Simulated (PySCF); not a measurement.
## Magnesium: a sound run and one with changed settings

Sound run: Mg [Ne] 3s2, Mg⁺ [Ne] 3s1. All numbers are calculated (PySCF 2.14, the non-relativistic Hamiltonian (point nucleus), in cc-pVTZ (5s4p2d1f, 34 functions)). In the sound run the correlated levels freeze [Ne]. The sound run starts from symmetry-adapted Hartree-Fock orbitals and uses a fine grid where one is needed.

Changed run: basis STO-3G. This setting is unsound on purpose.

```csv
species,method,sound run (hartree),changed run (hartree),converged
Mg,UHF,-199.61335,-197.00735,yes
Mg,LDA,-199.12898,-196.49072,yes
Mg,M06-L,-200.05839,-197.44688,yes
Mg,MP2,-199.63688,-197.02783,yes
Mg,CCSD(T),-199.64708,-197.04357,yes
Mg⁺,UHF,-199.37053,-196.96676,yes
Mg⁺,LDA,-198.84522,-196.38524,yes
Mg⁺,M06-L,-199.78246,-197.33881,yes
```

Ionisation energy of Mg:

```tsv
method	sound run (eV)	changed run (eV)
UHF	6.607	1.105
LDA	7.722	2.870
M06-L	7.509	2.941
MP2	7.248	1.662
SCS-MP2	7.376	1.773
CCSD	7.525	2.090
CCSD(T)	7.525	2.090
CCSDT	7.525	2.090
FCI	7.525	2.090
```

A minimal basis cannot let orbitals breathe on ionisation and holds almost no correlation.

For comparison, NIST gives 7.646 eV between the lowest levels.
